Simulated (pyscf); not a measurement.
Optimised with ωB97X-D3(BJ)/def2-SVP in PySCF. MP2 and CC: frozen core, UHF for open shells. ΔMP2 is the change of the MP2 total energy from the triple- to the quadruple-zeta basis.

**Question.** For the elementary gas-phase step •HC=CH₂ (SMILES [CH]=C) + HCl (SMILES Cl) -> H₃C–CH•–Cl (SMILES C[CH]Cl) (doublet surface; Cl–H broken, C–Cl, C–H formed), what barrier and reaction energy does CCSD(T)/def2-TZVPP + ΔMP2(QZVPP) give, measured from the separated reactants?

**Answer.** ΔE‡ = 37.1 kcal/mol, ΔE = -34.4 kcal/mol. Zero-point energy shifts the barrier by +1.1 kcal/mol. It is an addition across a multiple bond or ene-type step, with an imaginary mode of 1448i cm⁻¹. At the saddle there is also a short C–H contact that neither side keeps. One saddle was located; it need not be the lowest between these sides. The CCSD(T) − MP2 part came from Ansatz, without density fitting, on the same reference. A UHF reference is spin-contaminated (<S²> up to 0.96), which harms MP2 most.
